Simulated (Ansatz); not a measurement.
**H2O2 (singlet): from Hartree-Fock to the top rungs, cc-pVDZ**

An exercise on one series of results from a longer session: the logs are not shown, and one member is left open.

Method: cc-pVDZ, core rule «outside noble gas», up to 2 orbitals frozen; program: Ansatz 0.2.0, Gaussian basis.

To be run: UHF; CCSD(T) on RHF; BCCD(T) on RHF; CISD; CCSDT(Q) on RHF; CCSDTQ on RHF; CASSCF and MRCISD+Q, 14 electrons in 10 orbitals; CASSCF and NEVPT2, 14 electrons in 10 orbitals.

3 further runs of the same task are left out: 3 set aside as unsound or not needed.

## What is computed

The geometry is a PBE0/def2-TZVP stationary point (not a proven minimum).

4 atoms, charge 0, spin multiplicity 1.

Atoms are counted from 1 here; the program's logs count them from 0.

Bond lengths: O1–O2 1.437 Å, O1–H3 0.963 Å, O2–H4 0.963 Å. Angles: O2–O1–H3 99.3°, O1–O2–H4 99.3°.

The first run:

in.yaml

```yaml
crystal:
  periodic: [false, false, false]
  atoms:
    - {symbol: O, position_ang: [0.000000, -0.140858, 0.704556]}
    - {symbol: O, position_ang: [0.000000, 0.140858, -0.704556]}
    - {symbol: H, position_ang: [0.000000, 0.760781, 1.043581]}
    - {symbol: H, position_ang: [0.000000, -0.760781, -1.043581]}
basis:
  gaussian: {orbitals: cc-pVDZ}
magnetization: {spin_polarized: true, initial_magnetization: 0}
hamiltonian: {xc: hf}
output: {orbitals: {seedname: orbitals}}
```

The run is started by

```
$ ansatz run in.yaml --threads 1 --pin off --events-out ev --progress --plain --max-ram 2816MiB --backend cpu
```

Steps of the session up to this table: UHF; CCSD(T) on RHF; BCCD(T) on RHF; CISD; CCSDT(Q) on RHF; CCSDTQ on RHF; CASSCF and MRCISD+Q, 14 electrons in 10 orbitals; CASSCF and NEVPT2, 14 electrons in 10 orbitals.

One table of the session follows, with a row left open; its other results are not shown here.

It belongs to the step «Misses and costs». 

```
          method  from RCCSDTQ (kcal/mol)
             RHF                  +256.92
            RMP2                   +15.42
            CISD                   +25.59
           RCCSD                    +6.57
        RCCSD(T)                    +0.96
         BCCD(T)                    +0.99
          RCCSDT                    +0.79
       RCCSDT(Q)                    -0.08
         RCCSDTQ                        0
  CASSCF valence                  +189.88
  NEVPT2 valence                   +25.42
  MRCISD valence                        ?
MRCISD+Q valence                    +1.26
```

Estimate the missing values for MRCISD valence.

The run gave: from RCCSDTQ (kcal/mol): +12.77. In the column «from RCCSDTQ (kcal/mol)» it lies between RCCSD (+6.57) and RMP2 (+15.42).
